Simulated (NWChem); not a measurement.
All runs are NWChem calculations. System: chloroform (CHCl3), charge 0, spin multiplicity 1, at a geometry optimised with PBE/def2-SVP. Level: PBE/aug-pcseg-1.

Job file:

```
start mol
memory heap 200 mb stack 900 mb global 1100 mb
geometry units angstroms nocenter noautoz
  Cl     0.852323    -0.066552     1.473644
  C     -0.009260     0.453522     0.000000
  Cl     0.852323    -0.066552    -1.473644
  Cl    -1.699513    -0.118524     0.000000
  H     -0.031683     1.556539     0.000000
  symmetry group Cs
end
basis spherical
  * library aug-pcseg-1
end
dft
  xc xpbe96 cpbe96
  semidirect memsize 60000000 filesize 0
  iterations 100
end
task dft energy
```

Part of the output:

```
             Northwest Computational Chemistry Package (NWChem) 7.3.0
             --------------------------------------------------------

                                NWChem Input Module
                                -------------------

 Scaling coordinates for geometry "geometry" by  1.889725989
 (inverse scale =  0.529177249)

 Turning off AUTOSYM since
 SYMMETRY directive was detected!

                             Geometry "geometry" -> ""
                             -------------------------

 Output coordinates in angstroms (scale by  1.889725989 to convert to a.u.)

  No.       Tag          Charge          X              Y              Z
 ---- ---------------- ---------- -------------- -------------- --------------
    1 Cl                  17.0000     0.85232300    -0.06655200     1.47364400
    2 C                    6.0000    -0.00926000     0.45352200     0.00000000
    3 Cl                  17.0000     0.85232300    -0.06655200    -1.47364400
    4 Cl                  17.0000    -1.69951300    -0.11852400     0.00000000
    5 H                    1.0000    -0.03168300     1.55653900     0.00000000

 Effective nuclear repulsion energy (a.u.)     260.7072735882

            Nuclear Dipole moment (a.u.)
            ----------------------------
        X                 Y               Z
 ---------------- ---------------- ----------------
     0.0000340151    -0.0000094486     0.0000000000

      Symmetry information
      --------------------

 Group name             Cs
 Group number              2
 Group order               2
 No. of unique centers     4

      Symmetry unique atoms

     1    2    4    5


 Summary of "ao basis" -> "" (spherical)
 ------------------------------------------------------------------------------
       Tag                 Description            Shells   Functions and Types
 ---------------- ------------------------------  ------  ---------------------
 *                        aug-pcseg-1                 on all atoms

  pbe96 is a nonlocal functional; adding pw91lda local functional.

                                 NWChem DFT Module
                                 -----------------

 Summary of "ao basis" -> "ao basis" (spherical)
 ------------------------------------------------------------------------------
       Tag                 Description            Shells   Functions and Types
 ---------------- ------------------------------  ------  ---------------------
 Cl                       aug-pcseg-1               11       27   5s4p2d
 C                        aug-pcseg-1                9       23   4s3p2d
 H                        aug-pcseg-1                5        9   3s2p

 Summary of "ao basis" -> "ao basis" (spherical)
 ------------------------------------------------------------------------------
       Tag                 Description            Shells   Functions and Types
 ---------------- ------------------------------  ------  ---------------------
 Cl                       aug-pcseg-1               11       27   5s4p2d
 C                        aug-pcseg-1                9       23   4s3p2d
 H                        aug-pcseg-1                5        9   3s2p

      Symmetry analysis of basis
      --------------------------

        a'         69
        a"         44

            General Information
            -------------------
          SCF calculation type: DFT
          Wavefunction type:  closed shell.
          No. of atoms     :     5
          No. of electrons :    58
           Alpha electrons :    29
            Beta electrons :    29
          Charge           :     0
          Spin multiplicity:     1
          Use of symmetry is: on ; symmetry adaption is: on
          Maximum number of iterations: 100
          AO basis - number of functions:   113
                     number of shells:    47
          Convergence on energy requested:  1.00D-06
          Convergence on density requested:  1.00D-05
          Convergence on gradient requested:  5.00D-04

              XC Information
              --------------
          PerdewBurkeErnzerhof Exchange Functional  1.000
            Perdew 1991 LDA Correlation Functional  1.000 local
           PerdewBurkeErnz. Correlation Functional  1.000 non-local

             Grid Information
             ----------------
          Grid used for XC integration:  medium
          Radial quadrature: Mura-Knowles
          Angular quadrature: Lebedev.
          Tag              B.-S. Rad. Rad. Pts. Rad. Cut. Ang. Pts.
          ---              ---------- --------- --------- ---------
          Cl                  1.00       88          13.0       590
          C                   0.70       49          11.0       434
          H                   0.35       45          13.0       434
          Grid pruning is: on
          Number of quadrature shells:   270
          Spatial weights used:  Erf1

          Convergence Information
          -----------------------
          Convergence aids based upon iterative change in
          total energy or number of iterations.
          Levelshifting, if invoked, occurs when the
          HOMO/LUMO gap drops below (HL_TOL):  1.00D-02
          DIIS, if invoked, will attempt to extrapolate
          using up to (NFOCK): 10 stored Fock matrices.

                    Damping( 0%)  Levelshifting(0.5)       DIIS
                  --------------- ------------------- ---------------
          dE  on:    start            ASAP                start
          dE off:    2 iters        100 iters           100 iters

      Screening Tolerance Information
      -------------------------------
          Density screening/tol_rho:  1.00D-10
          AO Gaussian exp screening on grid/accAOfunc:  14
          CD Gaussian exp screening on grid/accCDfunc:  20
          XC Gaussian exp screening on grid/accXCfunc:  20
          Schwarz screening/accCoul:  1.00D-08

      Superposition of Atomic Density Guess
      -------------------------------------

 Sum of atomic energies:       -1416.46370997

      Non-variational initial energy
      ------------------------------

 Total energy =   -1417.502884
 1-e energy   =   -2476.210720
 2-e energy   =     798.000562
 HOMO         =      -0.368896
 LUMO         =      -0.071622

      Symmetry analysis of molecular orbitals - initial
      -------------------------------------------------

  Numbering of irreducible representations:

     1 a'          2 a"

  Orbital symmetries:

     1 a"          2 a'          3 a'          4 a'          5 a'
     6 a'          7 a"          8 a'          9 a'         10 a"
    11 a'         12 a"         13 a'         14 a'         15 a"
    16 a"         17 a'         18 a'         19 a"         20 a'
    21 a'         22 a"         23 a'         24 a"         25 a'
    26 a'         27 a"         28 a"         29 a'         30 a'
    31 a'         32 a'         33 a"         34 a'         35 a'
    36 a"         37 a'         38 a'         39 a"

------------------------------------------------------------
EAF file 0: "./mol.aoints.0" size=524288 bytes
------------------------------------------------------------
               write      read    awrite     aread      wait
               -----      ----    ------     -----      ----
     calls:        1         0         0         0         0
   data(b): 5.24e+05  0.00e+00  0.00e+00  0.00e+00
   time(s): 0.00e+00  0.00e+00  0.00e+00  0.00e+00  0.00e+00
rate(mb/s): 0.00e+00  0.00e+00
------------------------------------------------------------

   convergence    iter        energy       DeltaE   RMS-Dens  Diis-err    time
 ---------------- ----- ----------------- --------- --------- ---------  ------
 d= 0,ls=0.0,diis     1  -1418.4780343101 -1.68D+03  7.37D-02  1.34D+00     2.3
 d= 0,ls=0.0,diis     2  -1417.7905335360  6.88D-01  2.04D-02  7.21D+00     2.7
 d= 0,ls=0.0,diis     3  -1418.6362898866 -8.46D-01  1.52D-03  7.83D-03     3.1
 d= 0,ls=0.0,diis     4  -1418.6371099915 -8.20D-04  6.28D-04  2.17D-03     3.5
 d= 0,ls=0.0,diis     5  -1418.6374268387 -3.17D-04  6.96D-05  3.20D-05     3.9
  Resetting Diis
 d= 0,ls=0.0,diis     6  -1418.6374311353 -4.30D-06  1.76D-05  2.50D-06     4.3
 d= 0,ls=0.0,diis     7  -1418.6374314749 -3.40D-07  1.15D-05  1.37D-07     4.7
 d= 0,ls=0.0,diis     8  -1418.6374314431  3.17D-08  7.07D-06  3.45D-07     5.1

         Total DFT energy =    -1418.637431443136
      One electron energy =    -2476.975724990617
           Coulomb energy =      887.496648163984
    Exchange-Corr. energy =      -89.865628204664
 Nuclear repulsion energy =      260.707273588161

 Numeric. integr. density =       57.999999909725

     Total iterative time =      4.5s

                  Occupations of the irreducible representations
                  ----------------------------------------------

                     irrep           alpha         beta
                     --------     --------     --------
                     a'               18.0         18.0
                     a"               11.0         11.0

                       DFT Final Molecular Orbital Analysis
                       ------------------------------------

 Vector   27  Occ=2.000000D+00  E=-2.971241D-01  Symmetry=a"
              MO Center=  5.1D-01, -1.8D-02,  1.5D-11, r^2= 3.8D+00
   Bfn.  Coefficient  Atom+Function         Bfn.  Coefficient  Atom+Function
  ----- ------------  ---------------      ----- ------------  ---------------
    10      0.422261  1 Cl py                60     -0.422261  3 Cl py
    11      0.331269  1 Cl pz                61      0.331269  3 Cl pz
    88      0.281020  4 Cl pz                14      0.186115  1 Cl pz
    64      0.186115  3 Cl pz                13      0.174271  1 Cl py
    63     -0.174271  3 Cl py                 7     -0.161573  1 Cl py

 Vector   28  Occ=2.000000D+00  E=-2.925980D-01  Symmetry=a'
              MO Center=  2.5D-04,  4.0D-02,  1.4D-13, r^2= 3.8D+00
   Bfn.  Coefficient  Atom+Function         Bfn.  Coefficient  Atom+Function
  ----- ------------  ---------------      ----- ------------  ---------------
    10      0.428542  1 Cl py                60      0.428542  3 Cl py
    87      0.428676  4 Cl py               105     -0.249484  5 H  s
   106     -0.220526  5 H  s                 13      0.206569  1 Cl py
    63      0.206569  3 Cl py                90      0.207112  4 Cl py
    33     -0.181021  2 C  py                 7     -0.163408  1 Cl py

 Vector   29  Occ=2.000000D+00  E=-2.788922D-01  Symmetry=a"
              MO Center=  1.8D-03, -7.5D-02,  4.6D-14, r^2= 4.1D+00
   Bfn.  Coefficient  Atom+Function         Bfn.  Coefficient  Atom+Function
  ----- ------------  ---------------      ----- ------------  ---------------
    88      0.483705  4 Cl pz                 9      0.418889  1 Cl px
    59     -0.418889  3 Cl px                11     -0.241914  1 Cl pz
    61     -0.241914  3 Cl pz                91      0.230316  4 Cl pz
    12      0.199441  1 Cl px                62     -0.199441  3 Cl px
    85     -0.183755  4 Cl pz                 6     -0.159133  1 Cl px

 Vector   30  Occ=0.000000D+00  E=-8.552121D-02  Symmetry=a'
              MO Center= -5.5D-05,  1.3D-02, -7.9D-14, r^2= 4.5D+00
   Bfn.  Coefficient  Atom+Function         Bfn.  Coefficient  Atom+Function
  ----- ------------  ---------------      ----- ------------  ---------------
    30      1.044697  2 C  s                 31      1.017619  2 C  s
    29      0.403538  2 C  s                 89     -0.395920  4 Cl px
    36     -0.361875  2 C  py                 5     -0.357445  1 Cl s
    55     -0.357445  3 Cl s                 82     -0.357344  4 Cl s
    86     -0.350291  4 Cl px                14      0.343906  1 Cl pz

 Vector   31  Occ=0.000000D+00  E=-3.842104D-02  Symmetry=a"
              MO Center=  4.9D-01,  6.7D-02, -2.2D-11, r^2= 4.9D+00
   Bfn.  Coefficient  Atom+Function         Bfn.  Coefficient  Atom+Function
  ----- ------------  ---------------      ----- ------------  ---------------
    37      0.948513  2 C  pz                 5     -0.644118  1 Cl s
    55      0.644118  3 Cl s                 34      0.564841  2 C  pz
    40      0.505468  2 C  pz                 4     -0.423852  1 Cl s
    54      0.423852  3 Cl s                 14      0.400269  1 Cl pz
    64      0.400269  3 Cl pz                12      0.340588  1 Cl px

 Vector   32  Occ=0.000000D+00  E=-3.840971D-02  Symmetry=a'
              MO Center= -4.9D-01,  4.7D-02,  2.2D-11, r^2= 4.9D+00
   Bfn.  Coefficient  Atom+Function         Bfn.  Coefficient  Atom+Function
  ----- ------------  ---------------      ----- ------------  ---------------
    35      0.948334  2 C  px                82      0.743988  4 Cl s
    89      0.589708  4 Cl px                32      0.564707  2 C  px
    38      0.505472  2 C  px                81      0.489496  4 Cl s
     5     -0.371879  1 Cl s                 55     -0.371879  3 Cl s
    14      0.336455  1 Cl pz                64     -0.336455  3 Cl pz

 center of mass
 --------------
 x =   0.00058406 y =  -0.02865749 z =   0.00000000

 moments of inertia (a.u.)
 ------------------
         562.665534576286         -10.631796153275           0.000000000000
         -10.631796153275        1084.493813112023           0.000000000000
           0.000000000000           0.000000000000         562.423048604438

     Multipole analysis of the density
     ---------------------------------

     L   x y z        total         alpha         beta         nuclear
     -   - - -        -----         -----         ----         -------
     0   0 0 0     -0.000000    -29.000000    -29.000000     58.000000

     1   1 0 0     -0.008402     -0.004218     -0.004218      0.000034
     1   0 1 0      0.408584      0.204297      0.204297     -0.000009
     1   0 0 1      0.000000      0.000000      0.000000      0.000000

     2   2 0 0    -33.033590   -148.294115   -148.294115    263.554640
     2   1 1 0     -0.026419     -2.550879     -2.550879      5.075338
     2   1 0 1     -0.000000     -0.000000     -0.000000      0.000000
     2   0 2 0    -31.734666    -23.092156    -23.092156     14.449646
     2   0 1 1      0.000000      0.000000      0.000000      0.000000
     2   0 0 2    -33.034445   -148.352535   -148.352535    263.670625

 Task  times  cpu:        5.2s     wall:        5.2s

 Total times  cpu:        5.2s     wall:        5.2s
```
